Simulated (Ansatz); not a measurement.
A made-up structure of C$_{2}$H$_{3}$Si, doublet:

```csv
atom,x (Å),y (Å),z (Å)
C1,-0.0828,-0.1271,-0.5564
Si2,-1.5280,-0.9754,-0.4788
C3,1.0541,0.6928,0.4671
H4,-2.5257,-1.6711,-1.2116
H5,1.9404,1.1651,0.0648
H6,0.9023,0.7486,1.5388
```

It is relaxed with PBE-D4/def2-SVP and then PBE0-D4/def2-TZVP (Ansatz 0.2.0). Atoms count as bonded within 1.22 times the sum of their covalent radii (H–H: 0.88 Å). The end point is not checked to be a true minimum.

Problem. Does its bonding change? (Judge from chemistry; the calculation decides.)

Solution. By the calculation: No: no bond forms or breaks.

Where it ends: The first stage lowers the energy by 2.71 eV in 19 steps. It ends as C₂H₃Si ([CH2][C][SiH]):
```xyz
6
angstrom
C -0.2717 0.0544 -0.0891
Si -1.9227 -0.5272 -0.3173
C 0.8559 0.5173 0.3757
H -1.6150 -1.6431 -1.2940
H 1.6295 0.8958 -0.2921
H 1.0843 0.5358 1.4407
```

Labels in which every atom is bracketed show which atoms are joined, not bond orders.

For scale, one of the runs: PBE0-D4/def2-TZVP relaxation, 117 basis functions, launched by `ansatz run in.yaml --threads 2 --pin off --events-out ev --progress --plain --max-ram 4352MiB`. Hardware: 2 CPU threads of an AMD EPYC 7571, shared host. Wall time about 100 s.
